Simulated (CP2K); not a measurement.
# One shape, several levels: BH2SCl (SMILES SBCl)

We compute a comparison of 3 runs (AM1, GFN2-xTB, GFN1-xTB) of BH2SCl. 

The calculation is run with CP2K 2026.2.

2 further runs of the same task are left out: 1 that didn't finish, 1 set aside as unsound or not needed.

## Step 1: The system as given

BH2SCl: 5 atoms, total charge 0, spin state singlet. As SMILES, `SBCl`. The coordinates come from a PBE0-D4/def2-TZVP relaxation. This is one conformer, not always the lowest.

Bond lengths: S1–B2 1.779 Å, B2–Cl3 1.745 Å, S1–H4 1.343 Å, B2–H5 1.189 Å. Angles: S1–B2–Cl3 118.6°, S1–B2–H5 122.1°, Cl3–B2–H5 119.3°, B2–S1–H4 96.0°.

## Step 2: Energy and gradient at AM1 (run 1)

Input file molecule.inp:

```
&FORCE_EVAL
    METHOD Quickstep
    &DFT
        CHARGE 0
        MULTIPLICITY 1
        &QS
            METHOD AM1
            EPS_DEFAULT 1.0E-10
            &SE
                &COULOMB
                    CUTOFF [angstrom] 50
                    RC_RANGE [angstrom] 0
                &END
                &EXCHANGE
                    CUTOFF [angstrom] 50
                    RC_RANGE [angstrom] 0
                &END
            &END
        &END
        &POISSON
            PERIODIC NONE
            POISSON_SOLVER ANALYTIC
        &END
        &SCF
            SCF_GUESS ATOMIC
            EPS_SCF 1.0E-07
            MAX_SCF 150
            ADDED_MOS 8
            &DIAGONALIZATION
                ALGORITHM STANDARD
            &END
            &MIXING
                METHOD DIRECT_P_MIXING
                ALPHA 0.4
            &END
        &END
        &PRINT
            &MOMENTS
                PERIODIC F
                REFERENCE COM
                MAX_MOMENT 1
            &END
            &MO ON
                ENERGIES T
                OCCUPATION_NUMBERS T
                NDIGITS 6
                &EACH
                    QS_SCF 0
                &END
                ADD_LAST NUMERIC
            &END
            &HIRSHFELD OFF
            &END
        &END
    &END
    &SUBSYS
        &CELL
            ABC [angstrom] 14.5 15 13.6
            PERIODIC NONE
        &END
        &COORD
            S     -1.294500    -0.008800    -0.323500
            B      0.402900    -0.217800     0.164700
            Cl     0.888700    -1.738900     0.868900
            H     -1.157600     1.248200    -0.777100
            H      1.210400     0.643400     0.025700
        &END
        &TOPOLOGY
            &CENTER_COORDINATES
            &END
        &END
    &END
    &PRINT
        &FORCES ON
        &END
    &END
&END

&GLOBAL
    PROJECT_NAME molecule
    RUN_TYPE ENERGY_FORCE
    PRINT_LEVEL MEDIUM
&END
```

Started as:

```
$ OMP_NUM_THREADS=1 cp2k.psmp -i molecule.inp -o molecule.out
```

Standard output:

```text
CP2K| version string:                                       CP2K version 2026.2
[...]
 GLOBAL| Method name                                                        CP2K
[...]
 GLOBAL| Run type                                                   ENERGY_FORCE
[...]
 *** WARNING in qs_environment.F:2210 :: More added MOs requested than     ***
 *** available. The full set of unoccupied MOs will be used. Use           ***
 *** 'ADDED_MOS -1' to always use all available MOs and to get rid of this ***
[...]
                             - Atoms:                                          5
[...]
                             - Spherical basis functions:                     14
[...]
 Number of electrons:                                                         18
[...]
     1 P_Mix/Diag. 0.40E+00    0.0     0.84668842       -21.7916949664 -2.18E+01
[...]
    17 DIIS/Diag.  0.38E-07    0.0     0.00000007       -24.5011547683 -1.86E-12
  *** SCF run converged in    17 steps ***
  Core-core repulsion energy [eV]:                            649.23433715861154
  Core Hamiltonian energy [eV]:                             -1064.47963679726831
  Two-electron integral energy [eV]:                         -502.93005538334046
  Electronic energy [eV]:                                   -1315.94466448893854
  Total energy [eV]:                                         -666.71032733032700
  Atomic reference energy [eV]:                               664.98046581486381
  Heat of formation [kcal/mol]:                               -39.89155738050107
[...]
 SE_DIPOLE| Moment [Debye]         -0.40912977      -2.07725654       0.70491812
 SE_DIPOLE| Derivative [a.u.]       0.00000000       0.00000000       0.00000000
 ENERGY| Total FORCE_EVAL ( QS ) energy [hartree]            -24.501154768344861
 FORCES| Atomic forces [hartree/bohr]
 FORCES|   Atom     x               y               z               |f|
 FORCES|      1  2.27950518E-02  2.75923669E-03  4.39809991E-03   2.33788592E-02
 FORCES|      2 -1.86476407E-02 -1.41830382E-02  9.89694595E-04   2.34493619E-02
 FORCES|      3 -4.64163700E-03  1.76517305E-02 -7.92528983E-03   1.98982060E-02
 FORCES|      4 -1.09899768E-03 -5.37284775E-03  1.82314257E-03   5.77919870E-03
 FORCES|      5  1.59322355E-03 -8.55081259E-04  7.14352758E-04   1.94417723E-03
 FORCES| Sum    -1.11022302E-16 -1.11022302E-16 -2.08166817E-17
 FORCES| Total atomic force                                       1.58383198E-16
[...]
```

It took 1.9 s on 1 thread of Intel Xeon Platinum 8259CL at 2.50GHz (Skylake/Cascade Lake), shared host; peak memory 0.18 GiB.

## Step 3: Energy and forces at GFN2-xTB (run 2)

Input file gas.inp:

```
&GLOBAL
   PROJECT gas
   RUN_TYPE ENERGY_FORCE
   PRINT_LEVEL MEDIUM
&END GLOBAL
&FORCE_EVAL
   METHOD QS
   &DFT
      CHARGE 0
      MULTIPLICITY 1
      &QS
         METHOD XTB
         EPS_DEFAULT 1.0E-10
         &XTB
            GFN_TYPE TBLITE
            &TBLITE
               METHOD GFN2
            &END TBLITE
            CHECK_ATOMIC_CHARGES F
         &END XTB
      &END QS
      # no periodic images
      &POISSON
         PERIODIC NONE
         POISSON_SOLVER ANALYTIC
      &END POISSON
      &SCF
         SCF_GUESS ATOMIC
         EPS_SCF 1.0E-06
         MAX_SCF 150
         ADDED_MOS 4
         &DIAGONALIZATION
            ALGORITHM STANDARD
         &END DIAGONALIZATION
         &MIXING
            METHOD DIRECT_P_MIXING
            ALPHA 0.4
         &END MIXING
         &SMEAR ON
            METHOD FERMI_DIRAC
            ELECTRONIC_TEMPERATURE [K] 300
         &END SMEAR
      &END SCF
      # extra output
      &PRINT
         &MOMENTS
            PERIODIC F
            REFERENCE COM
            MAX_MOMENT 1
         &END MOMENTS
         &MO ON
            ENERGIES T
            OCCUPATION_NUMBERS T
            NDIGITS 6
            &EACH
               QS_SCF 0
            &END EACH
            ADD_LAST NUMERIC
         &END MO
         &HIRSHFELD OFF
         &END HIRSHFELD
      &END PRINT
   &END DFT
   &SUBSYS
      # vacuum box
      &CELL
         ABC [angstrom] 10.5 11 9.6
         PERIODIC NONE
      &END CELL
      &COORD
         S      3.997550     5.736550     4.430600
         B      5.694950     5.527550     4.918800
         Cl     6.180750     4.006450     5.623000
         H      4.134450     6.993550     3.977000
         H      6.502450     6.388750     4.779800
      &END COORD
   &END SUBSYS
   # extra output
   &PRINT
      &FORCES ON
      &END FORCES
   &END PRINT
&END FORCE_EVAL
```

Started as:

```
$ OMP_NUM_THREADS=1 cp2k.psmp -i gas.inp -o gas.out
```

Standard output:

```text
CP2K| version string:                                       CP2K version 2026.2
[...]
 GLOBAL| Method name                                                        CP2K
[...]
 GLOBAL| Run type                                                   ENERGY_FORCE
[...]
                             - Atoms:                                          5
[...]
                             - Spherical basis functions:                     24
[...]
 Number of electrons:                                                         18
[...]
  *** SCF run converged in    18 steps ***
[...]
  Fermi energy:                                                -0.30215930790686
[...]
 TB_DIPOLE| Moment [Debye]         -0.28319728       2.36326166      -0.98156646
 TB_DIPOLE| Derivative [a.u.]       0.00000000       0.00000000       0.00000000
[...]
 ENERGY| Total FORCE_EVAL ( QS ) energy [hartree]            -10.097687083581533
 FORCES| Atomic forces [hartree/bohr]
 FORCES|   Atom     x               y               z               |f|
 FORCES|      1  3.84567567E-03  7.47156169E-03 -1.97330500E-03   8.63176622E-03
 FORCES|      2  8.23176670E-03 -7.28230655E-03  4.78036998E-03   1.19852371E-02
 FORCES|      3 -2.87076500E-03  1.16034698E-02 -5.16493069E-03   1.30214558E-02
 FORCES|      4 -2.42099422E-03 -5.21340928E-03  1.44429585E-03   5.92679001E-03
 FORCES|      5 -6.78568315E-03 -6.57931566E-03  9.13569865E-04   9.49565692E-03
 FORCES| Sum     2.08166817E-17 -5.20417043E-18 -7.80625564E-18
 FORCES| Total atomic force                                       2.28332051E-17
[...]
```

Wall time 1.9 s (1 thread of Intel Xeon Platinum 8259CL at 2.50GHz (Skylake/Cascade Lake), shared host); peak memory 0.19 GiB.

## Step 4: Energy and forces at GFN1-xTB (run 3)

Input file molecule.xyz:

```xyz
5

S     -1.294500    -0.008800    -0.323500
B      0.402900    -0.217800     0.164700
Cl     0.888700    -1.738900     0.868900
H     -1.157600     1.248200    -0.777100
H      1.210400     0.643400     0.025700
```

Input file molecule.inp:

```
&force_eval
   method Quickstep
   &dft
      charge 0
      multiplicity 1
      &qs
         method XTB
         eps_default 1.0E-10
         &xtb
            gfn_type 1
            check_atomic_charges F
         &end xtb
      &end qs
      &poisson
         periodic NONE
         poisson_solver ANALYTIC
      &end poisson
      &scf
         scf_guess ATOMIC
         eps_scf 1.0E-06
         max_scf 25
         &ot ON
            minimizer DIIS
            preconditioner FULL_SINGLE_INVERSE
            energy_gap 0.2
            linesearch ADAPT
            stepsize 0.05
         &end ot
         &outer_scf
            eps_scf 1.0E-06
            max_scf 3
         &end outer_scf
      &end scf
      &print
         &moments
            periodic F
            reference COM
            max_moment 1
         &end moments
         &mo_cubes
            nlumo 3
            nhomo -1
            write_cube F
         &end mo_cubes
         &hirshfeld OFF
         &end hirshfeld
      &end print
   &end dft
   &subsys
      &cell
         abc [angstrom] 10.5 11 9.6
         periodic NONE
      &end cell
      &topology
         coord_file_name molecule.xyz
         coord_file_format XYZ
         &center_coordinates
         &end center_coordinates
      &end topology
   &end subsys
   &print
      &forces ON
      &end forces
   &end print
&end force_eval

&global
   project_name molecule
   run_type ENERGY_FORCE
   print_level MEDIUM
&end global
```

Started as:

```
$ OMP_NUM_THREADS=1 cp2k.psmp -i molecule.inp > molecule.out 2>&1
```

Standard output:

```text
CP2K| version string:                                       CP2K version 2026.2
[...]
 GLOBAL| Method name                                                        CP2K
[...]
 GLOBAL| Run type                                                   ENERGY_FORCE
[...]
                             - Atoms:                                          5
[...]
                             - Spherical basis functions:                     26
[...]
 Number of electrons:                                                         18
[...]
     1 OT DIIS     0.50E-01    0.0     0.05765496       -10.4488269913 -1.04E+01
[...]
    12 OT DIIS     0.50E-01    0.0     0.00000080       -10.4775447262 -1.74E-10
  *** SCF run converged in    12 steps ***
[...]
 TB_DIPOLE| Moment [Debye]         -0.34935047       1.77329870      -0.76938015
 TB_DIPOLE| Derivative [a.u.]       0.00000000       0.00000000       0.00000000
[...]
 ENERGY| Total FORCE_EVAL ( QS ) energy [hartree]            -10.477544726210541
 FORCES| Atomic forces [hartree/bohr]
 FORCES|   Atom     x               y               z               |f|
 FORCES|      1  6.04929087E-03  9.70679526E-03 -2.31150072E-03   1.16687116E-02
 FORCES|      2 -3.98436610E-03  3.10148119E-03 -2.16418151E-03   5.49345432E-03
 FORCES|      3  8.15078349E-04 -2.28897862E-03  1.08767681E-03   2.66210756E-03
 FORCES|      4 -2.82485087E-03 -9.25596555E-03  2.91335380E-03   1.01064490E-02
 FORCES|      5 -5.51522491E-05 -1.26333227E-03  4.74651635E-04   1.35068293E-03
 FORCES| Sum     2.19347652E-17  1.04083409E-16  2.38524478E-17
 FORCES| Total atomic force                                       1.09011142E-16
[...]
```

Run time: 2.2 s. Hardware: 1 thread of Intel Xeon Platinum 8259CL at 2.50GHz (Skylake/Cascade Lake), shared host; peak memory 0.2 GiB.

## Step 5: The series

| run | level | SCF convergence threshold | cell | energy (Eh) | dipole moment (D) | HOMO energy (eV) | LUMO energy (eV) | wall time |
| --- | --- | --- | --- | --- | --- | --- | --- | --- |
| 1 | AM1 | 1e-07 | (14.5, 15, 13.6) | -24.501155 | 2.23 | -10.34 | -0.20 | 1.9 s |
| 2 | GFN2-xTB | 1e-06 | (10.5, 11, 9.6) | -10.097687 | 2.57 | -11.37 | -7.33 | 1.9 s |
| 3 | GFN1-xTB | 1e-06 | (10.5, 11, 9.6) | -10.477545 | 1.96 | -11.97 | – | 2.2 s |

## Step 6: Summary of results

| quantity | value |
| --- | --- |
| run 3: total energy | -10.47754 Eh |
| run 3: dipole moment (from atomic charges alone) | 1.96 D |
| run 3: HOMO energy | -11.97 eV |
| run 3: dispersion energy | -3.80 kJ/mol |
| run 3: largest force on an atom | 0.600 eV/Å |

In words: The dipole moment (its size) runs from 1.96 D (GFN1-xTB) to 2.57 D (GFN2-xTB). Some of these are taken from atomic charges alone. Force-field and semi-empirical energies have zeros of their own, so their totals don't compare. All runs together took 6 s, the longest 2.2 s.
